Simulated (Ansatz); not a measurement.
# AlNSi: the cost of one run

Program: Ansatz 0.2.0, Gaussian basis. Level of theory: def2-TZVPP, core rule «outside noble gas», up to 11 orbitals frozen. These are calculated values, not measurements.

Plan: UHF; ROHF; CCSD(T) on UHF.

2 further runs of the same task are left out: 2 set aside as unsound or not needed.

### Step 1. The geometry

The geometry is a PBE0/def2-TZVP stationary point (not a proven minimum) of the parent state, kept for this charge and spin.

3 atoms, charge 1, spin multiplicity 2.

Atoms are counted from 1 here; the program's logs count them from 0.

Bond lengths: Al1–Si2 2.631 Å, Si2–N3 1.573 Å. Angles: Al1–Si2–N3 180.0°.

Coordinates:

```
Al    0.0000    0.0000    2.2783
Si    0.0000    0.0000   -0.3524
N     0.0000    0.0000   -1.9259
```

### Step 2. UHF

The input, in.yaml:

```yaml
crystal:
  periodic: [false, false, false]
  atoms:
    - {symbol: Al, position_ang: [0.000000, 0.000000, 2.278300]}
    - {symbol: Si, position_ang: [0.000000, 0.000000, -0.352400]}
    - {symbol: N, position_ang: [0.000000, 0.000000, -1.925900]}
basis:
  gaussian: {orbitals: def2-TZVPP}
total_charge: 1
magnetization: {spin_polarized: true, initial_magnetization: 1}
hamiltonian: {xc: hf}
output: {orbitals: {seedname: orbitals}}
```

Started as:

```console
ansatz run in.yaml --threads 1 --pin off --events-out ev --progress --plain --max-ram 3968MiB --backend cpu
```

What time and memory should one allow on 1 thread of AMD EPYC 7R13, shared host?

About 30 s, with a peak of 0.31 GiB.
